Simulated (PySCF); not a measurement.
# SH3: breathing scan

Level of theory: PySCF, UPBE0, basis S def2-TZVP, H def2-TZVP (no relativity, density fitting).

Rigid scan from the doublet minimum (S–H 1.337 Å, S–H 1.492 Å (×2); H–S–H 88.5° (×2), H–S–H 156.2°). Coordinate: all bonds to the central atom scaled together. Energies in kJ/mol from the minimum.

Problem. Predict the curve at 0.88, 0.92, 0.96, 1.00, 1.04, 1.08, 1.14, 1.22, 1.35.

Solution. 
| scale of all bonds to the centre | E (kJ/mol) | dipole size (D) | ⟨S²⟩ |
| --- | --- | --- | --- |
| 0.88 | 99.1 | 0.80 | 0.76 |
| 0.92 | 39.6 | 0.80 | 0.76 |
| 0.96 | 9.0 | 0.80 | 0.76 |
| 1.00 | 0.0 | 0.81 | 0.76 |
| 1.04 | 7.4 | 0.82 | 0.76 |
| 1.08 | 27.0 | 0.83 | 0.77 |
| 1.14 | 72.4 | 0.85 | 0.78 |
| 1.22 | 151.3 | 0.86 | 0.79 |
| 1.35 | 296.5 | 0.85 | 0.85 |

The scan took about 30 core-seconds on a shared host.
